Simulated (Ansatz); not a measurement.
# Equilibrium lattice constant a of some simple (sp) metals

Method: rVV10 (plane waves, PAW; Ansatz, a first-principles code). References are measured values corrected to a static lattice or taken at low temperature (these still hold zero-point motion). The table is a random draw of 8 from 10 solids with such references.

Values in Å.

```csv
solid,reference,rVV10,error (%)
bcc K,5.212,5.138,-1.42
fcc Ca,5.553,5.458,-1.71
bcc Cs,6.039,5.852,-3.10
fcc Sr,6.045,5.946,-1.64
fcc Pb,4.902,5.063,+3.28
bcc Li,3.449,3.411,-1.10
bcc Ba,4.995,?,?
bcc Na,4.214,4.132,-1.95
```

Problem. Estimate the withheld rVV10 value.

Solution. The errors of the other rows run from -3.10 % to +3.28 %, with a median of -1.64 %; carried to the reference 4.995 it gives 4.913 Å. The run gives 4.921 Å (-1.48 %); the row was picked among those where that median comes within half of the row's own error. Over these 8 solids the mean error is -1.14 %, the mean absolute error 1.96 % (median 1.67 %), and the worst case fcc Pb at +3.28 %; the value is below the reference in 7 of 8 cases. Over all 10 the mean error is -1.08 % and the mean absolute error 1.78 % (median 1.67 %).

All these references are brought to a static lattice.

Spin–orbit coupling is left out, also for the solids with elements from indium on (bcc Cs, fcc Pb, bcc Ba); its size isn't shown.

Differences are worked out from the printed values.

Ansatz's density-functional and Hartree–Fock values are scalar-relativistic unless marked +SOC, with PAW data made under PBE.

Not in this set, of the simple (sp) metals with a reference value in our tables and a result at some level: 7 for a reference at room or unstated temperature (hcp Be, hcp Cd, body-centred tetragonal In, hcp Mg, white tin (β-Sn) and 2 more). These can be a level's worst cases. Values held back for tests aren't counted. Layered and molecular crystals are counted apart. The metals Ce to Yb are counted apart.

References as tabulated in Csonka et al. (2009), arXiv:0903.4037; Mejia-Rodriguez and Trickey (2018), arXiv:1807.09216.
